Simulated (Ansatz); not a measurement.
**A barrier at the coupled-cluster level**

Start structure (CH6FSi, doublet), relaxed at PBE0-D4/def2-TZVP:

```xyz
9
angstrom
F -1.2011 -1.1786 0.8225
Si -0.3273 -0.9034 -0.4945
C 0.6035 0.6871 -0.2967
H -0.8042 1.2407 3.0582
H -1.2671 -0.8438 -1.6425
H 0.5945 -2.0556 -0.6606
H -0.0793 1.5278 -0.1558
H 1.2021 0.8821 -1.1911
H 1.2789 0.6438 0.5604
```

The step: CH₅FSi ([CH3][SiH2][F]) + H → CH₅Si ([CH3][SiH2]) + HF; bonds formed: F1–H4; bonds broken: F1–Si2. Program: Ansatz 0.2.0. Basis: def2-TZVPP and def2-QZVPP. Cores are frozen in the correlated methods; orbitals are unrestricted. Extrapolation: Hartree–Fock as exp(−7.88 √X), correlation as X^−2.97. Energies below are by CCSD(T) at an estimated basis limit (MP2 extrapolated from triple and quadruple zeta, plus CCSD(T) − MP2 in triple zeta).

Problem. What are the electronic barrier and the energy of the step, from the start structure to the end structure? (An estimate is asked for; the value comes from the calculation.)

Solution. By the calculation: Barrier 198.1 kJ/mol; step energy 55.9 kJ/mol (uphill); reverse barrier, their difference, 142.2 kJ/mol. Barrier and step energy count from the start structure, the reverse barrier from the end structure.

The saddle point: One imaginary mode of 1139i cm⁻¹.
| pair | start (Å) | saddle (Å) | end (Å) |
| --- | --- | --- | --- |
| F1–H4 | 3.32 | 1.11 | 0.94 |
| F1–Si2 | 1.60 | 1.98 | 3.35 |

Zero-point energy (harmonic, PBE0-D4): ZPE is 148.8 kJ/mol at the start and 145.9 kJ/mol at the saddle, so the barrier goes from 198.1 to 195.2 kJ/mol.

The T1 diagnostic stays at or below 0.024. ⟨S²⟩ of the unrestricted Hartree–Fock references: 0.75 to 0.77 (a pure state has 0.75).

Radical steps of this kind take place in plasma deposition and etching.

Labels in which every atom is bracketed show which atoms are joined, not bond orders.

For scale, one of the runs: CCSD(T)/def2-TZVPP, 188 basis functions (an equivalent command: `ansatz run in.yaml --threads 4`). Hardware: 4 CPU threads, shared host. Wall time 100 s; peak host memory 5 GiB.
